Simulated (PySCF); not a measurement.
B(OH)2: PBE0 against B3LYP

Base calculation in PySCF with density fitting and no spin–orbit coupling, PBE0/def2-TZVP (no relativity): doublet, Cs, B–O 1.341 Å, B–O 1.355 Å, O–H 0.959 Å, O–H 0.967 Å; B–O–H 113.4°, B–O–H 113.8°, O–B–O 123.3°; wavenumbers 451, 464, 570, 957, 969, 1209, 1457, 3762, 3913 cm⁻¹; dipole moment 1.66 D, polar-tensor charge of B 0.77 e, atomisation energy (no zero-point energy) 1975 kJ/mol.

Question: What changes on going to B3LYP/def2-TZVP (no relativity)?

Answer: The point group becomes C2v. Changes: mean bond to B 0.000 Å, smallest bond angle +3.7 degrees, highest wavenumber -258 cm⁻¹, lowest wavenumber -76 cm⁻¹, dipole moment +1.53 D, polar-tensor charge of B -0.05 e, atomisation energy (no zero-point energy) -23 kJ/mol. The new structure has B–O 1.348 Å (×2), O–H 0.971 Å (×2); B–O–H 117.1° (×2), O–B–O 130.0°, with wavenumbers 375, 466, 555, 886, 965, 1162, 1438, 3652, 3655 cm⁻¹.

The structures come from searches over a few start shapes, so lower isomers are not excluded.
